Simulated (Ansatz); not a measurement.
Cs₂AgBiBr₆ (Fm-3m, No. 225) was calculated with PBEsol (PAW; Ansatz, an electronic-structure program).

Numerical settings: plane-wave cutoff 520 eV, 6×6×6 k mesh, Fermi–Dirac smearing 0.01 eV, no spin polarisation, scalar-relativistic PAW data made under PBE.

Cell (measured lattice):

```
AgBiCs2Br6
1.0
    0.00000     5.61610     5.61610
    5.61610     0.00000     5.61610
    5.61610     5.61610     0.00000
Bi Cs Ag Br
1 2 1 6
Direct
  0.00000   0.00000   0.00000
  0.75000   0.75000   0.75000
  0.25000   0.25000   0.25000
  0.50000   0.50000   0.50000
  0.74950   0.74950   0.25050
  0.25050   0.25050   0.74950
  0.74950   0.25050   0.25050
  0.25050   0.74950   0.74950
  0.74950   0.25050   0.74950
  0.25050   0.74950   0.25050
```

Task: What does this level give for the band gap, smallest direct gap on the k points sampled and direct gap at Γ?

Result: 
band gap: 1.17 eV
smallest direct gap on the k points sampled: 2.32 eV
direct gap at Γ: 2.92 eV

Note: cell and atoms aren't relaxed at this level (largest force component 0.31 eV/Å).

Spin–orbit coupling is not included; with these elements it can move the gap by several tenths of an eV or more.
